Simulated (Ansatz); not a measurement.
## Structural energy differences of calcium

All numbers below come from DFT, PBEsol, plane waves (420 eV) with PAW, scalar-relativistic (Ansatz). The PAW files were generated under PBE, with cores re-solved for the functional.

Each structure is relaxed within its own symmetry, so a high-lying one may be dynamically unstable.

```csv
structure,ΔE (meV/atom),V (Å³/atom),cell,magnetic state
fcc,0,40.60,a = 5.456 Å,spin not included
dhcp,4,40.71,"a = 3.855 Å, c = 12.656 Å (c/a = 3.283)",spin not included
hcp,6,40.83,"a = 3.854 Å, c = 6.347 Å (c/a = 1.647)",spin not included
bcc,16,40.50,a = 4.327 Å,spin not included
A15,40,40.78,a = 6.884 Å,spin not included
omega (AlB2-type),55,41.09,"a = 6.201 Å, c = 3.701 Å (c/a = 0.597)",spin not included
beta-Sn type,260,41.13,"a = 6.725 Å, c = 3.638 Å (c/a = 0.541)",spin not included
simple cubic,394,41.73,a = 3.468 Å,spin not included
diamond,1112,74.34,a = 8.410 Å,spin not included
```

ΔE counts from fcc.

Differences under about 8 meV lie within the error of the k-point mesh.
